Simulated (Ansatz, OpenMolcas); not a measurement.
## Exact exchange and the HOMO–LUMO gap of C3H5F (allyl fluoride)

The species is C3H5F (9 atoms), meant as a singlet with charge 0. As SMILES, `C=CCF`. The coordinates come from a PBE0-D4/def2-TZVP relaxation. This is one conformer, not always the lowest.

The HOMO–LUMO gap y, in eV, basis def2-SVP; a is the functional's share of exact exchange. Programs: Ansatz 0.2.0, OpenMolcas 26.06.

| functional | program | a | y (eV) |
| --- | --- | --- | --- |
| revPBE | Ansatz | 0 | 5.69 |
| TPSS | OpenMolcas | 0 | 5.91 |
| B3LYP | Ansatz | 0.2 | 7.49 |
| r2SCAN0 | Ansatz | 0.25 | 8.24 |
| PBE0 | Ansatz | 0.25 | ? |
| BHLYP | Ansatz | 0.5 | 10.20 |

**Question.** Fit y = c + s·a to the known rows and predict PBE0.

**Answer.** 
1. Means of the 5 rows: a = 0.1900, y = 7.506.
2. Σ(Δa)² = 0.172, Σ(Δa·Δy) = 1.5273, so the slope is 1.5273/0.172 = 8.8797.
3. Intercept: 7.506 − (8.8797) × 0.1900 = 5.819. The largest residual of the fit is 0.20.
4. PBE0: 5.819 + (8.8797) × 0.25 = 8.04 eV.

The run gave 7.96 eV, so the prediction is off by +0.08 eV, within the scatter of the fit. Exact exchange lowers occupied levels and raises empty ones. The rows mix families of semi-local functionals, which the line can't see.
